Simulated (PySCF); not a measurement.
Structure problem from calculated spectra and properties.

Formula: C3H2ClF.

- Dipole: 1.98 D [B97-2/pcSseg-2]
- NMR, other nuclei: isotropic shieldings of nuclei other than C and H, by class: 284 (1 F), 692 (1 Cl) ppm [GIAO B97-2/pcSseg-2]
- 13C NMR: chemical shifts (computed TMS as zero) by class: 212.6 (1 C), 150.1 (1 C), 100.8 (1 C) ppm [GIAO B97-2/pcSseg-2]
- 1H NMR: chemical shifts (computed TMS as zero) by class: 5.98 (2 H) ppm [GIAO B97-2/pcSseg-2]
- Rotational structure: rotational constants A, B, C: 6.808, 2.853, 2.039 GHz [PBE0-D3(BJ)/def2-TZVP]

The electronic properties come from PySCF, for the isolated species, density fitting. Levels stand in brackets. Geometry: PBE0-D3(BJ)/def2-TZVP; no solvent, vibrations or thermal averaging. NMR values are class means; diastereotopic atoms form classes of their own.

Question: Give a SMILES that accounts for the data.

Answer: Numbering: `[CH2:1]=[C:2]=[C:3]([F:4])[Cl:5]`. Its formula, C3H2ClF, gives 2 degrees of unsaturation: 0 rings and 2 π bonds in the structure found. 3 carbons fall into 3 classes; from least to most shielded: central carbon of cumulated double bonds [C2] (212.6 ppm), outer carbon of cumulated double bonds [C3] (150.1 ppm), outer carbon of cumulated double bonds [C1] (100.8 ppm). All hydrogens form one class (5.98 ppm): hydrogen on carbon. The other shieldings belong to: 284 ppm, vinyl fluorine [F4]; 692 ppm, vinyl chlorine [Cl5]. The optimised geometry has point group Cs and is an asymmetric top. Structure: 1-chloro-1-fluoroallene, `C=C=C(F)Cl`. The assignments are read from this structure; whether some other isomer fits the data as well wasn't checked.
